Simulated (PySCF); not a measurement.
NO2, SMILES N([O])=O, multiplicity 2.

Geometry optimised at ωB97X-D3(BJ)/def2-TZVP. The isomer is the one that the SMILES or the coordinates give; other isomers of the formula were not compared.

These are ωB97X-D3(BJ)/def2-TZVP (PySCF) values and carry that method's errors.

Harmonic, unscaled wavenumbers; measured fundamentals usually lie a few per cent lower.

Computed harmonic wavenumbers and intensities:
```tsv
mode	ν (cm⁻¹)	IR (km/mol)	moving atoms (share of kinetic energy)
1	779	7.3	O 61 %, N 39 %
2	1448	0.6	O 70 %, N 30 %
3	1763	498.9	N 66 %, O 34 %
```
